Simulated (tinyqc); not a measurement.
Orbital energy against energy difference: ionisation energy by orbital energies and by energy differences in the 6-31g basis, for LiH, spin multiplicity 1. Computed by the program tinyqc with PySCF. The cation is unrestricted; errors are against CCSD(T) in this basis, not against experiment.

Geometry (angstrom):
```
atom       x       y       z
Li    0.0000  0.0000  0.0000
H     0.0000  0.0000  1.5260
```

CCSD(T) difference in the same basis = 7.6761 eV

IP-EOM-CCSD = 7.6761 eV

First vertical ionisation energy (eV):
```
method     -e(HOMO)  E(cation) - E  error of -e(HOMO)  error of the difference
HF           8.2850       7.174125             0.6089                  -0.5020
LDA          4.4803       8.378095            -3.1958                   0.7020
PBE          4.4764       8.218890            -3.1997                   0.5428
B3LYP        5.4207       8.458746            -2.2554                   0.7826
PBE0         5.5587       8.176569            -2.1174                   0.5005
CAM-B3LYP    6.9681       8.439650            -0.7080                   0.7635
LC-wPBE      8.2866       8.253411             0.6105                   0.5773
```

What does the comparison show, and why?

Koopmans errs by +0.61 eV and Delta-HF by -0.50 eV: relaxation, 1.11 eV, lowers the value and the missing correlation difference works against it. The PBE level is off by -3.2 eV through the wrong tail of its potential, though its energy difference is off by +0.54 eV; exact exchange deepens the level, and among the orbital energies HF comes closest; among the differences PBE0 does.
